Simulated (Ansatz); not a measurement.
MgF: state-averaged CASSCF

Program: Ansatz, Gaussian basis, development build. State-averaged CASSCF with equal weights; occupations are averaged over the states; levels count from the state that is lowest in CASSCF. Small basis; these aren't basis-limit values. No symmetry is imposed, so a solution can break that of the shape. No proof that the lowest CASSCF solution was found. The average may hold one member of a degenerate pair alone.

Geometry: bond length 2.6250 Å. A bond is stretched, to 1.33 times the sum of the covalent radii.

Basis def2-SVP, nonrelativistic, 6 orbitals frozen in the corrections; active space CAS(7,7). Averaged: 2 doublets.

Task: Give the levels in order.

Result: 

| state | CASSCF (eV) | SC-NEVPT2 (eV) |
| --- | --- | --- |
| doublet | 0.000 | 0.000 |
| doublet | 2.201 | 2.067 |

Occupations: 1.98, 1.98, 1.50, 1.49, 0.02, 0.02, 0.01.
